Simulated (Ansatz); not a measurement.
A made-up structure of CH$_{2}$NaSi, doublet:

C1  (-0.586, 0.643, -0.469)
Si2  (-0.334, -1.153, 0.206)
Na3  (2.279, -2.018, 1.673)
H4  (-1.602, 0.996, -1.044)
H5  (0.243, 1.532, -0.366)
(Å)

It is relaxed with PBE-D4/def2-SVP and then PBE0-D4/def2-TZVP (Ansatz 0.2.0). Atoms count as bonded within 1.22 times the sum of their covalent radii (H–H: 0.88 Å). The end point is not checked to be a true minimum.

Q: Does its bonding change? (A judgement: the text doesn't fix the answer.)

A: Computed: No: no bond forms or breaks.

Where it ends: The first stage lowers the energy by 0.77 eV in 8 steps. It ends as CH₂NaSi ([CH2][Si][Na]):
```xyz
5
angstrom
C -0.5230 0.5726 -0.4181
Si -0.3023 -1.0323 0.1834
Na 2.0348 -1.7958 1.4919
H -1.4288 0.8918 -0.9326
H 0.2193 1.3637 -0.3246
```

Labels in which every atom is bracketed show which atoms are joined, not bond orders.

For scale, one of the runs: PBE0-D4/def2-TZVP relaxation, 112 basis functions, launched by `ansatz run in.yaml --threads 2 --pin off --events-out ev --progress --plain --max-ram 4352MiB`. The run took about 24 s on 2 CPU threads of an Intel Xeon Platinum 8259CL (shared host).
